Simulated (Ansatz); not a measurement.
Molecule: HO2 (charge -1, singlet). It need not be the lowest isomer of its formula. Whether it binds its extra electron was not tested at this geometry. 
Coordinates optimised at B3LYP-D3(BJ)/def2-TZVP (Ansatz, a first-principles code):
```
O
H 1 0.9626
O 1 1.5224 2 98.36
```
Charge -1, spin multiplicity 1.

Basis-set convergence of Hartree-Fock and CCSD(T) correlation energies (hartree) with Ansatz. Valence correlation only, unless marked. Spin-orbit coupling is left out. Non-relativistic. This anion needs diffuse functions, which these sets lack.

```tsv
basis	functions	E(HF)	E(corr, CCSD(T))
def2-SVP	33	-150.00536	-0.39581
def2-TZVPP	76	-150.21540	-0.52189
def2-QZVPP	144	(withheld)	(withheld)
```

Problem. Complete the blanks.

Solution. 
- def2-QZVPP, E(HF): -150.22594
- def2-QZVPP, E(corr, CCSD(T)): -0.56492
